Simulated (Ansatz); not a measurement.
**What each rung costs, and what it gives**

The pair of H₂S (SMILES S, atoms 1–3) and CH₆Si (SMILES C[SiH3], atoms 4–11), both closed shells, in one local arrangement (a lower one may exist), relaxed at PBE0-D4/def2-TZVP:

| atom | x (Å) | y (Å) | z (Å) |
| --- | --- | --- | --- |
| S1 | -0.9676 | -0.3759 | -3.3840 |
| H2 | 0.3040 | -0.7674 | -3.2120 |
| H3 | -0.6634 | 0.9051 | -3.1272 |
| C4 | 0.4469 | 0.1412 | 2.1523 |
| Si5 | -0.0916 | -0.0731 | 0.3724 |
| H6 | 1.4252 | 0.6237 | 2.2088 |
| H7 | 0.5166 | -0.8257 | 2.6558 |
| H8 | -0.2673 | 0.7579 | 2.7025 |
| H9 | -0.1742 | 1.2514 | -0.3023 |
| H10 | -1.4227 | -0.7288 | 0.3003 |
| H11 | 0.8942 | -0.9086 | -0.3664 |

Interaction energies are counterpoise-corrected; the time is that of the whole pair.

Ansatz 0.2.0; basis: as named in each row; cores frozen in the correlated methods. B3LYP uses VWN-RPA correlation. Extrapolation: Hartree–Fock as exp(−7.88 √X), correlation as X^−2.97.

Times are rough, for one single point on 4 threads of a shared host (INTEL XEON PLATINUM 8581C).

The estimate by CCSD(T) at an estimated basis limit (MP2 extrapolated from triple and quadruple zeta, plus CCSD(T) − MP2 in triple zeta) is -0.049 eV.

| method | basis | time (s) | interaction energy (eV) | method less estimate |
| --- | --- | --- | --- | --- |
| HF | STO-3G | under 1 | 0.037 | 0.086 |
| PBE-D4 | STO-3G | under 1 | -0.024 | 0.025 |
| SPW92 | def2-SVP | under 1 | -0.087 | -0.038 |
| PBE-D4 | def2-SVP | under 1 | -0.060 | -0.010 |
| B3LYP-D4 | 6-31G | under 1 | -0.034 | 0.015 |
| PBE0-D4 | def2-SVP | under 1 | -0.056 | -0.007 |
| CCSD(T) | def2-SVP | 1 | 0.000 | 0.049 |
| revPBE-D4 | def2-TZVPPD | 1 | -0.042 | 0.007 |
| wB97M-V | def2-SVP | 1 | -0.047 | 0.003 |
| PBE-D4 | def2-TZVPPD | 1 | -0.061 | -0.011 |
| BLYP-D4 | def2-TZVPPD | 1 | -0.039 | 0.010 |
| PBE0-D4 | def2-TZVPPD | 2 | -0.056 | -0.006 |
| B3LYP-D4 | def2-TZVPPD | 2 | -0.046 | 0.003 |
| HSE06-D4 | def2-TZVPPD | 2 | -0.056 | -0.006 |
| r2SCAN-D4 | def2-TZVPPD | 2 | -0.047 | 0.002 |
| B2PLYP | def2-TZVPPD | 4 | -0.004 | 0.045 |
| wB97X-V | def2-TZVPPD | 4 | -0.049 | 0.000 |
| B97M-V | def2-TZVPPD | 4 | -0.052 | -0.003 |
| wB97M-V | def2-TZVPPD | 4 | -0.051 | -0.002 |
| MP2 | def2-QZVPPD | 13 | -0.047 | 0.003 |
| CCSD(T) | def2-TZVPPD | 47 | -0.037 | 0.012 |

T1 diagnostic: at most 0.011.
